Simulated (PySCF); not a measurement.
## Orbital picture of P₂⁺

PBE at R = 1.982 Å; P def2-SVP; no relativity (PySCF 2.14). State: ²Πu (doublet), unpaired electrons π ↑. Only the outer orbitals are listed.

```json
{"spin": "α", "orbital": "σg", "occ.": "1", "ε (eV)": "-24.88", "main shells (%)": "85 s, 14 p"}
{"spin": "α", "orbital": "σu", "occ.": "1", "ε (eV)": "-19.25", "main shells (%)": "93 s"}
{"spin": "α", "orbital": "πu", "occ.": "1", "ε (eV)": "-15.08", "main shells (%)": "97 p"}
{"spin": "α", "orbital": "σg", "occ.": "1", "ε (eV)": "-14.49", "main shells (%)": "82 p, 16 s"}
{"spin": "α", "orbital": "πu", "occ.": "1", "ε (eV)": "-14.29", "main shells (%)": "98 p"}
{"spin": "α", "orbital": "πg", "occ.": "0", "ε (eV)": "-11.31", "main shells (%)": "99 p"}
{"spin": "α", "orbital": "πg", "occ.": "0", "ε (eV)": "-10.62", "main shells (%)": "99 p"}
{"spin": "α", "orbital": "σu", "occ.": "0", "ε (eV)": "-6.08", "main shells (%)": "92 p, 12 d"}
{"spin": "β", "orbital": "σg", "occ.": "1", "ε (eV)": "-24.25", "main shells (%)": "85 s, 13 p"}
{"spin": "β", "orbital": "σu", "occ.": "1", "ε (eV)": "-18.77", "main shells (%)": "91 s, 9 p"}
{"spin": "β", "orbital": "σg", "occ.": "1", "ε (eV)": "-14.31", "main shells (%)": "83 p, 16 s"}
{"spin": "β", "orbital": "πu", "occ.": "1", "ε (eV)": "-14.05", "main shells (%)": "98 p"}
{"spin": "β", "orbital": "πu", "occ.": "0", "ε (eV)": "-13.80", "main shells (%)": "98 p"}
{"spin": "β", "orbital": "πg", "occ.": "0", "ε (eV)": "-10.44", "main shells (%)": "99 p"}
{"spin": "β", "orbital": "πg", "occ.": "0", "ε (eV)": "-10.25", "main shells (%)": "98 p"}
```

Question: Which are the highest filled and the lowest empty level, where do they sit, and how wide is the gap?

Answer: Highest filled β πu at -14.05 eV (in %: 98 p); lowest empty β πu at -13.80 eV (in %: 98 p); the gap at PBE is 0.25 eV. Both belong to one degenerate shell, split only by its one-sided filling, so this is no excitation gap.

The bond order (Mayer) is 2.42 and the ⟨S²⟩ is 0.752. The polarisability along the bond is 54.9 bohr³ and the polarisability across the bond is 26.4 bohr³.

The state was picked by a PBE0 search and need not be the measured ground state.
